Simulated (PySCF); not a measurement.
Allyl vinyl ether, C5H8O.
Bonds: C1–C2 (double), C2–C3, C3–O4, O4–C5, C5–C6 (double). Hydrogens: H7, H8 on C1; H9 on C2; H10, H11 on C3; H12 on C5; H13, H14 on C6.

The closed-shell SCF was solved with PySCF and density fitting under several settings on one GFN2-xTB geometry (grid level 2 and gas phase unless stated).

```json
{"settings": "PBE0/pcSseg-1", "basis functions": "142", "SCF cycles": "14", "E (Eh)": "-270.1533", "HOMO (eV)": "-6.79", "LUMO (eV)": "0.09", "dipole (D)": "0.93"}
{"settings": "PBE0/def2-SVPD", "basis functions": "187", "SCF cycles": "14", "E (Eh)": "-270.0024", "HOMO (eV)": "-6.85", "LUMO (eV)": "0.00", "dipole (D)": "0.90"}
{"settings": "PBE0/ANO-RCC-VDZP, IEF-PCM acetonitrile, start guess sap, energy threshold 1e-07 Eh", "basis functions": "124", "SCF cycles": "10", "E (Eh)": "-270.2710", "HOMO (eV)": "-6.75", "LUMO (eV)": "0.37", "dipole (D)": "1.25"}
{"settings": "wB97X-D/STO-3G, fitting basis def2-universal-jkfit", "basis functions": "38", "SCF cycles": "10", "E (Eh)": "-267.0277", "HOMO (eV)": "-5.97", "LUMO (eV)": "5.10", "dipole (D)": "0.95"}
{"settings": "mPW1PW91/def2-SVPD, IEF-PCM acetone, grid level 1", "basis functions": "187", "SCF cycles": "10", "E (Eh)": "-270.2617", "HOMO (eV)": "-6.91", "LUMO (eV)": "0.09", "dipole (D)": "1.27"}
{"settings": "PBE0/pcSseg-1, fitting basis def2-universal-jkfit, energy threshold 1e-08 Eh", "basis functions": "142", "SCF cycles": "9", "E (Eh)": "-270.1533", "HOMO (eV)": "-6.79", "LUMO (eV)": "0.09", "dipole (D)": "0.93"}
{"settings": "CAM-B3LYP/pcJ-1, energy threshold 1e-08 Eh", "basis functions": "242", "SCF cycles": "10", "E (Eh)": "-270.3802", "HOMO (eV)": "-8.11", "LUMO (eV)": "1.32", "dipole (D)": "0.93"}
```

**Question.** Estimate the row for these settings: PBE/pcSseg-1, start guess sap.

**Answer.** 
```tsv
settings	basis functions	SCF cycles	E (Eh)	HOMO (eV)	LUMO (eV)	dipole (D)
PBE/pcSseg-1, start guess sap	142	16	-270.1330	-5.55	-1.00	0.89
```

**Question.** Over all rows, what range does the HOMO–LUMO gap span?

**Answer.** From 4.55 eV (PBE/pcSseg-1, start guess sap) to 11.07 eV (wB97X-D/STO-3G, fitting basis def2-universal-jkfit). The functional of the narrowest has no exact exchange, that of the widest range-separated exact exchange.

**Question.** And the dipole moment?

**Answer.** From 0.89 D (PBE/pcSseg-1, start guess sap) to 1.27 D (mPW1PW91/def2-SVPD, IEF-PCM acetone, grid level 1); the largest is 1.43 times the smallest, and the median is 0.93 D.

**Question.** Compare two rows with the functional PBE0: PBE0/pcSseg-1, fitting basis def2-universal-jkfit, energy threshold 1e-08 Eh and PBE0/def2-SVPD. Which energy is lower, and by how much?

**Answer.** PBE0/pcSseg-1, fitting basis def2-universal-jkfit, energy threshold 1e-08 Eh (142 functions) lies 0.1509 Eh or 95 kcal/mol below PBE0/def2-SVPD (187 functions). The smaller set gives the lower energy; the two sets aren't nested, so the variational bound doesn't order them by size.

wB97X-D ran without the empirical dispersion term, which would shift the total energy alone. Cycle counts include a coarse-grid stage where the run had one. ANO-RCC sets were contracted for a scalar-relativistic Hamiltonian, but ran non-relativistically here. The structure is a single GFN2-xTB conformer; no vibrational corrections.

Conformer computed: `[CH2:1]=[CH:2][CH2:3][O:4][CH:5]=[CH2:6]`: C1–C2–C3–O4 -137°, C2–C3–O4–C5 -179°, C3–O4–C5–C6 0°.
